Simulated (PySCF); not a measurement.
Simulated 1H ENDOR lines of a doublet radical (isotropic, first order, 332.9 mT).

Class means under 0.5 MHz are left out. Line positions in MHz: 2.38, 19.96, 30.73, 45.56, 48.31, 73.91.

Task: What is the proton Larmor frequency at this field?

Result: νH = 5.58569 × 7.62259 MHz/T × 0.3329 T = 14.17 MHz.

Task: Pair the lines and read off the couplings.

Result: For S = 1/2 in fast tumbling each set of equivalent nuclei gives two lines, ν± = |νn ± a/2| to first order, with νn = g_N μN B/h and μN/h = 7.62259 MHz/T. A pair with |a| < 2νn is centred on νn and split by |a|; one with |a| > 2νn is centred on |a|/2 and split by 2νn.

```
lower line  upper line  centred on  |a| (MHz)
     45.56       73.91       |a|/2     119.47
     19.96       48.31       |a|/2      68.27
      2.38       30.73       |a|/2      33.11
```

C4H7OS (doublet state).
Numbering: `[CH3:1][C:2]1[CH2:3][S:4](=[O:5])[CH2:6]1` (hydrogens: H7, H8, H9 on C1; H10, H11 on C3; H12, H13 on C6)

Cartesian coordinates in Å at the GFN2-xTB level; atoms count from 1:
```xyz
13
C4H7OS angstrom
C     -1.7697   -0.1826   -0.0138
C     -0.3063   -0.2697   -0.2326
C      0.5128    0.7697   -0.8899
S      1.5933    0.8563    0.6653
O      2.9984    0.6441    0.3419
C      0.6579   -0.7900    0.7585
H     -2.1488    0.8066   -0.2712
H     -2.0259   -0.4074    1.0220
H     -2.3024   -0.9054   -0.6402
H      1.1642    0.4202   -1.6923
H      0.0102    1.6876   -1.1904
H      0.2653   -1.0766    1.7328
H      1.3466   -1.5524    0.3921
```

Task: This is the radical. Which protons give which coupling, and how does each split the EPR lines?

Result: 119.5 MHz (computed sign +): H10/H13, β, 2 bonds from C2, a 1:2:1 triplet of 4.266 mT; 68.3 MHz (computed sign +): H7/H8/H9, β, 2 bonds from C2, a 1:3:3:1 quartet of 2.438 mT; 33.1 MHz (computed sign +): H11/H12, β, 2 bonds from C2, a 1:2:1 triplet of 1.182 mT. To first order the positions of ENDOR lines don't depend on how many nuclei share a coupling.

The calculation used PySCF, UKS B3LYP, pcH-1 on C H O S, non-relativistic, mean-field spin-orbit, GIAO. One conformer (not necessarily the lowest) at the GFN2-xTB geometry, without solvent, vibrations or thermal averaging. GFN2-xTB frequencies show an imaginary mode (88i cm⁻¹), so this geometry is no minimum at that level. Couplings are sensitive to structure, and on GFN2-xTB geometries they can be far from those on DFT ones. No stability test was run, so a lower SCF solution isn't excluded.

Class means assume fast exchange of nuclei equivalent by connectivity; if that motion is slow, each nucleus keeps its own coupling. The three 1H nuclei of mean +68.3 MHz run from 37.0 to 129.8 MHz in the frozen geometry.

Largest spin populations (Mulliken): C2 (+0.88), S4 (+0.09), C3 (-0.08) and C6 (-0.08). No atom but C2 exceeds +0.15. The positive populations add up to 1.24 and the negative ones to -0.24, together 2S = 1. The angles at C2 add up to 350.0°, so it is slightly pyramidal.
